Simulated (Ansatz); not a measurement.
# SiCCl (quartet): from Hartree-Fock to the top rungs, def2-TZVPP

One table from this session's results is given with a row withheld; the runs are named, their logs left out.

The runs use Ansatz 0.2.0, Gaussian basis; def2-TZVPP, core rule «outside noble gas», up to 11 orbitals frozen.

Plan: UHF; ROHF; CCSD(T) on UHF.

## The system

The geometry is a PBE0/def2-TZVP stationary point (not a proven minimum).

3 atoms, charge 0, spin multiplicity 4.

Atoms are counted from 1 here; the program's logs count them from 0.

Bond lengths: C1–Si2 1.858 Å, Si2–Cl3 2.076 Å. Angles: C1–Si2–Cl3 103.7°.

Set-up of the first run:

Contents of in.yaml:

```yaml
crystal:
  periodic: [false, false, false]
  atoms:
    - {symbol: C, position_ang: [0.000000, -0.896812, 1.818922]}
    - {symbol: Si, position_ang: [0.000000, 0.607235, 0.728623]}
    - {symbol: Cl, position_ang: [0.000000, -0.177225, -1.193419]}
basis:
  gaussian: {orbitals: def2-TZVPP}
magnetization: {spin_polarized: true, initial_magnetization: 3}
hamiltonian: {xc: hf}
output: {orbitals: {seedname: orbitals}}
```

On the command line:

```sh
$ ansatz run in.yaml --threads 1 --pin off --events-out ev --progress --plain --max-ram 4096MiB --backend cpu
```

Steps of the session up to this table: UHF; ROHF; CCSD(T) on UHF.

One table of the session follows, with a row left open; its other results are not shown here.

It belongs to the step «Misses and costs». 

```
  method  from UCCSD(T) (meV)
    ROHF             +11525.2
     UHF             +11435.5
    UMP2              +1768.3
   UCCSD                    ?
UCCSD(T)                    0
```

**Question.** Estimate the row for UCCSD.

The run gave: from UCCSD(T) (meV): +544.8. In the column «from UCCSD(T) (meV)» it lies between UCCSD(T) (0) and UMP2 (+1768.3).

With the free atoms at the same levels and basis (separate runs), the atomisation energy is 7.088 eV at UCCSD(T), 5.581 eV at ROHF.

Limits of these values: Warnings: coupled cluster took another determinant than the lowest.
